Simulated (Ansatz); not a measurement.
Energy needed to pull apart H₂S₂ (SMILES SS), singlet, into free ground-state atoms, from the structure below (displaced at random from a GFN2-xTB minimum); no zero-point or spin–orbit terms; open-shell atoms are treated unrestricted, in their ground-state multiplicity.

```
atom    x (Å)    y (Å)    z (Å)
  S1   0.8132  -0.7273   0.0837
  S2  -0.0461   1.1417   0.2004
  H3  -0.1542  -1.4724   0.8490
  H4  -0.6141   1.0147  -1.0350
```

Computed with Ansatz 0.2.0 (basis: def2-TZVPP); correlated methods freeze the cores.

```tsv
method	atomization energy (kcal/mol)
PBE-D4	245.7
r2SCAN-D4	?
B97M-V	243.7
PBE0-D4	238.4
CAM-B3LYP-D4	235.5
wB97M-V	242.7
HF	149.9
MP2	?
CCSD	222.9
CCSD(T)	228.4
```

(1) What does r2SCAN-D4 give? (Judge from chemistry; the value comes from the calculation.)

(2) What does MP2 give? (An estimate is asked for; the value comes from the calculation.)

The T1 diagnostic stays at or below 0.012.

Answers

(1) Computed: 240.4 kcal/mol, which is about 11.9 kcal/mol more than CCSD(T)/def2-TZVPP.

(2) Computed: 228.9 kcal/mol, which is about 0.5 kcal/mol more than CCSD(T)/def2-TZVPP.

In triple zeta the MP2 and coupled-cluster atomization energies are still short of their basis limit by a few kcal/mol a bond, whereas those of the functionals are nearly converged, so these differences are not deviations from converged CCSD(T).

For scale, one of the runs: CCSD(T)/def2-TZVPP forces, 112 basis functions (an equivalent command: `ansatz run in.yaml --threads 4`). Hardware: 4 CPU threads, shared host. Wall time 7.5 s; peak host memory 0.61 GiB.
